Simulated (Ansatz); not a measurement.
# C₃H₆FNO: how energies converge with the basis set

Aim: see how fast density functionals converge with the basis set for C₃H₆FNO.

The runs use Ansatz 0.2.0, Gaussian basis; one geometry, several basis sets.

The runs, in order: PBE0-D4/def2-SVP; ωB97M-V/def2-SVP; PBE0-D4/def2-QZVPP; ωB97M-V/def2-QZVPP; the functionals' def2-TZVPP values are taken from earlier runs.

### Step 1. The geometry

The geometry comes from an earlier relaxation with PBE0-D4 in a triple-zeta def2 set; it is a stationary point, not always the lowest conformer.

SMILES `C/N=C(\F)OC`, 12 atoms, charge 0, spin multiplicity 1.

Atoms are counted from 1 here; the program's logs count them from 0.

Bond lengths: C1–N2 1.441 Å, C1–H7 1.093 Å, C1–H8 1.094 Å, C1–H9 1.093 Å, N2–C3 1.245 Å, C3–F4 1.333 Å, C3–O5 1.320 Å, O5–C6 1.422 Å, C6–H10 1.088 Å, C6–H11 1.091 Å, C6–H12 1.091 Å. Angles: N2–C1–H7 109.1°, N2–C1–H8 114.2°, N2–C1–H9 109.1°, H7–C1–H8 108.6°, H7–C1–H9 106.9°, H8–C1–H9 108.6°, C1–N2–C3 120.8°, N2–C3–F4 125.7°, N2–C3–O5 126.5°, F4–C3–O5 107.8°, C3–O5–C6 115.1°, O5–C6–H10 105.6°, O5–C6–H11 110.4°, O5–C6–H12 110.4°, H10–C6–H11 110.8°, H10–C6–H12 110.8°, H11–C6–H12 108.8°.

### Step 2. PBE0-D4 in def2-SVP

in.yaml

```yaml
crystal:
  periodic: [false, false, false]
  atoms:
    - {symbol: C, position_ang: [-1.674050, -0.340590, 1.126990]}
    - {symbol: N, position_ang: [-0.513439, 0.092804, 0.390874]}
    - {symbol: C, position_ang: [0.170171, -0.720822, -0.258364]}
    - {symbol: F, position_ang: [-0.063544, -2.029971, -0.356930]}
    - {symbol: O, position_ang: [1.248965, -0.448346, -0.968667]}
    - {symbol: C, position_ang: [1.641871, 0.918718, -0.970598]}
    - {symbol: H, position_ang: [-1.546901, -0.081159, 2.181036]}
    - {symbol: H, position_ang: [-1.877342, -1.412847, 1.053728]}
    - {symbol: H, position_ang: [-2.550072, 0.205590, 0.768179]}
    - {symbol: H, position_ang: [2.532536, 0.965838, -1.593111]}
    - {symbol: H, position_ang: [1.861048, 1.253155, 0.044390]}
    - {symbol: H, position_ang: [0.847758, 1.542432, -1.383426]}
basis:
  gaussian: {orbitals: def2-SVP}
hamiltonian: {xc: pbe0, dispersion: d4}
output: {orbitals: {seedname: orbitals}}
```

Run with:

```sh
$ ansatz run in.yaml --threads 4 --pin off --events-out ev --progress --plain --max-ram 10444MiB
```

After this run come: ωB97M-V in def2-SVP; PBE0-D4 in def2-QZVPP; ωB97M-V in def2-QZVPP.

Q: Predict the results of all the runs planned. Wanted: PBE0-D4: double and triple zeta above quadruple; ωB97M-V: double and triple zeta above quadruple.

**Answer**, as computed:

| quantity | value |
| --- | --- |
| PBE0-D4: double and triple zeta above quadruple | 11.44, 0.51 eV |
| ωB97M-V: double and triple zeta above quadruple | 11.79, 0.49 eV |

What this shows: For PBE0-D4 the step from double to triple zeta gains 10.93 eV and the next only 0.51 eV. These are total energies; as a rule much of such shifts cancels in differences, which this series doesn't test. The LUMO of ωB97M-V is positive and keeps falling with the basis (3.67 to 1.91 eV): an unbound level that the basis holds in place.
